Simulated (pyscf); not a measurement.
Thermochemistry of product channels of H₂B–Cl + borane (BH₃) on the singlet surface, in eV, from ωB97M-D3(BJ)/def2-TZVP energies (ideal gas, 1 atm, RRHO with modes under 100 cm⁻¹ raised to 100, one conformer, R ln 2 for rigid chiral ones). Structures and frequencies: ωB97X-D3(BJ)/def2-SVP in PySCF.

```tsv
products	ΔE	ΔH(298 K)	ΔG(298 K)	ΔG(600 K)
H₂B–BH–Cl + hydrogen (H₂)	+0.27	+0.18	+0.22	+0.23
H₂B–BH₂ + hydrogen chloride (HCl)	+0.98	+0.94	+0.96	+0.96
```

These are energies of the channels, which say nothing of barriers.
